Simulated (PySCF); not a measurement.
# FCI/STO-3G run of BH2Cl (SMILES BCl)

What is the energy change on altering one bond length of BH2Cl at FCI/STO-3G? Input form: a Python script.

The results are computed with PySCF 2.14.0.

10 further runs of the same task are left out: 10 set aside as unsound or not needed.

## (1) The structure to begin with

BH2Cl: 4 atoms, total charge 0, spin state singlet. SMILES: `BCl`. The shape is that of a PBE0-D4/def2-TZVP optimisation.

Bond lengths: B1–Cl2 1.733 Å, B1–H3 1.190 Å, B1–H4 1.190 Å. Angles: Cl2–B1–H3 118.1°, Cl2–B1–H4 118.1°, H3–B1–H4 123.7°.

## (2) A single-point energy at FCI/STO-3G

run.py reads:

```python
from pyscf import gto, mcscf

mol = gto.M(
    atom=[
    ('B', (-0.116700, 0.021700, -0.075300)),
    ('Cl', (1.365000, -0.395300, 0.721200)),
    ('H', (-1.106200, -0.559500, 0.240400)),
    ('H', (-0.086600, 0.872800, -0.906600)),
],
    basis='sto-3g',
    max_memory=1860,
    verbose=4,
    charge=0,
)

mf = mol.RHF()
mf.conv_tol = 1e-10
mf.kernel()
if not mf.converged:
    mf = mf.newton().run(mf.mo_coeff, mf.mo_occ)

cas = mcscf.CASCI(mf, mf.mo_coeff.shape[-1] - 6, (mol.nelec[0] - 6, mol.nelec[1] - 6))  # full CI above the frozen core
cas.fix_spin_(ss=0.0)
cas.kernel()
energy = cas.e_tot
print('E = %.10f Eh' % energy)
```

Run with:

```sh
$ OMP_NUM_THREADS=1 python run.py
```

Standard output:

```text
PySCF version 2.14.0

[INPUT] num. atoms = 4
[INPUT] num. electrons = 24
[INPUT] charge = 0
[INPUT] spin (= nelec alpha-beta = 2S) = 0
[INPUT] symmetry False subgroup None
[INPUT] Mole.unit = angstrom
[INPUT] Symbol           X                Y                Z      unit          X                Y                Z       unit  Magmom
[INPUT]  1 B     -0.116700000000   0.021700000000  -0.075300000000 AA   -0.220531038737   0.041007056903  -0.142296377180 Bohr   0.0
[INPUT]  2 Cl     1.365000000000  -0.395300000000   0.721200000000 AA    2.579476160031  -0.747008737041   1.362870481036 Bohr   0.0
[INPUT]  3 H     -1.106200000000  -0.559500000000   0.240400000000 AA   -2.090415038994  -1.057301766694   0.454290160345 Bohr   0.0
[INPUT]  4 H     -0.086600000000   0.872800000000  -0.906600000000 AA   -0.163650282387   1.649352961520  -1.713225704531 Bohr   0.0

nuclear repulsion = 37.7830159999581
number of shells = 10
number of NR pGTOs = 48
number of NR cGTOs = 16
basis = sto-3g
ecp = {}

******** <class 'pyscf.scf.hf.RHF'> ********
method = RHF
initial guess = minao
damping factor = 0
level_shift factor = 0
DIIS = <class 'pyscf.scf.diis.CDIIS'>
diis_start_cycle = 1
diis_space = 8
diis_damp = 0
SCF conv_tol = 1e-10
SCF conv_tol_grad = None
SCF max_cycles = 50
direct_scf = True
direct_scf_tol = 1e-13
Set gradient conv threshold to 1e-05
Initial guess from minao.
init E= -479.778388555504
  HOMO = -0.320852109203523  LUMO = 0.133988943816404  gap/eV = 12.37686
cycle= 1 E= -480.087701192727  delta_E= -0.309  |g|= 0.282  |ddm|= 2.06
  HOMO = -0.36204723599717  LUMO = 0.148221370886359  gap/eV = 13.88512
cycle= 2 E= -480.126834214786  delta_E= -0.0391  |g|= 0.0605  |ddm|= 0.606
  HOMO = -0.388345150224257  LUMO = 0.209350641300012  gap/eV = 16.26413
cycle= 3 E= -480.128478731041  delta_E= -0.00164  |g|= 0.0155  |ddm|= 0.108
  HOMO = -0.389188656673074  LUMO = 0.206752005255525  gap/eV = 16.21637
cycle= 4 E= -480.128631318853  delta_E= -0.000153  |g|= 0.00171  |ddm|= 0.0409
  HOMO = -0.388751848299362  LUMO = 0.206777476736061  gap/eV = 16.20518
cycle= 5 E= -480.128634709786  delta_E= -3.39e-06  |g|= 0.000478  |ddm|= 0.00571
  HOMO = -0.388767930697607  LUMO = 0.20683742693973  gap/eV = 16.20725
cycle= 6 E= -480.128634947747  delta_E= -2.38e-07  |g|= 3.97e-05  |ddm|= 0.00189
  HOMO = -0.388768564972311  LUMO = 0.206829414954388  gap/eV = 16.20705
cycle= 7 E= -480.128634949013  delta_E= -1.27e-09  |g|= 3.55e-06  |ddm|= 0.000131
  HOMO = -0.388769313597022  LUMO = 0.206830030779171  gap/eV = 16.20708
cycle= 8 E= -480.128634949021  delta_E= -7.5e-12  |g|= 2.23e-07  |ddm|= 9.15e-06
  HOMO = -0.388769263949773  LUMO = 0.206830097461906  gap/eV = 16.20708
Extra cycle  E= -480.128634949021  delta_E= -5.68e-13  |g|= 5.3e-08  |ddm|= 4.6e-07
converged SCF energy = -480.128634949021

******** <class 'pyscf.mcscf.casci.CASCI'> ********
CAS (6e+6e, 10o), ncore = 6, nvir = 0
natorb = False
canonicalization = True
sorting_mo_energy = False
******** <class 'pyscf.fci.addons.SpinPenaltyFCISolver'> ********
max. cycles = 200
conv_tol = 1e-08
davidson only = True
linear dependence = 1e-12
level shift = 0.001
max iter space = 12
nroots = 1
pspace_size = 400
spin = None
Density matrix diagonal elements [1.99675822 1.98040443 1.98296416 1.97933103 1.98208344 1.99325779
 0.02293407 0.02257134 0.02075657 0.01893896]
CASCI converged
CASCI E = -480.189626172672  E(CI) = -30.6740151026813  S^2 = 0.0000000
E = -480.1896261727 Eh
```

Wall time 1.2 s (1 thread of Arm Neoverse V1, shared host); peak memory 0.12 GiB.

## (3) The distorted shape

input.xyz reads:

```xyz
4

B     -0.857556     0.230202    -0.473553
Cl     1.365000    -0.395300     0.721200
H     -1.847056    -0.350998    -0.157853
H     -0.827456     1.081302    -1.304853
```

calc.py reads:

```python
from pyscf import gto, mcscf

mol = gto.Mole()
mol.atom = 'input.xyz'
mol.max_memory = 1860
mol.basis = 'sto-3g'
mol.verbose = 3
mol.spin = 0
mol.build()

mf = mol.RHF()
mf.conv_tol = 1e-10
mf.kernel()
if not mf.converged:
    mf = mf.newton().run(mf.mo_coeff, mf.mo_occ)

cas = mcscf.CASCI(mf, mf.mo_coeff.shape[-1] - 6, (mol.nelec[0] - 6, mol.nelec[1] - 6))  # full CI above the frozen core
cas.fix_spin_(ss=0.0)
cas.kernel()
e_tot = cas.e_tot
print('E(%s) = %.9f' % ('FCI', e_tot))
```

Run with:

```sh
$ OMP_NUM_THREADS=1 python calc.py
```

Standard output:

```text
converged SCF energy = -479.978643904634
CASCI E = -480.063213859029  E(CI) = -27.7021948485109  S^2 = 0.0000000
E(FCI) = -480.063213859
```

It took 1.3 s on 1 thread of Arm Neoverse V1, shared host; peak memory 0.12 GiB.

## (4) Outcome

Level: FCI/STO-3G, 6 core orbitals frozen.

| quantity | value |
| --- | --- |
| first shape: total energy | -480.18963 Eh |
| first shape: dipole moment (Hartree–Fock density) | 1.50 D |
| first shape: HOMO energy (Hartree–Fock orbitals) | -10.58 eV |
| first shape: LUMO energy (Hartree–Fock orbitals) | 5.63 eV |
| first shape: HOMO–LUMO gap (Hartree–Fock orbitals) | 16.21 eV |
| first shape: correlation energy (6 core orbitals frozen) | -61.0 mEh |
| distorted shape: total energy | -480.06321 Eh |
| distorted shape: dipole moment (Hartree–Fock density) | 4.86 D |
| distorted shape: HOMO energy (Hartree–Fock orbitals) | -8.74 eV |
| distorted shape: LUMO energy (Hartree–Fock orbitals) | 3.37 eV |
| distorted shape: HOMO–LUMO gap (Hartree–Fock orbitals) | 12.11 eV |
| distorted shape: correlation energy (6 core orbitals frozen) | -84.6 mEh |
| energy change with the B1–Cl2 bond stretched from 1.733 to 2.600 Å | 3.440 eV |

In words: With the B1–Cl2 bond stretched from 1.733 to 2.600 Å the energy rises by 3.44 eV (332 kJ/mol). The first shape isn't relaxed at this level, so the change isn't measured from a minimum. The minimal basis adds a large error of its own. Mulliken charges (first shape) of the mean-field density run from -0.22 on Cl2 to +0.29 on B1; they depend strongly on the basis. Mulliken charges (distorted shape) of the mean-field density run from -0.40 on Cl2 to +0.40 on B1; they depend strongly on the basis.
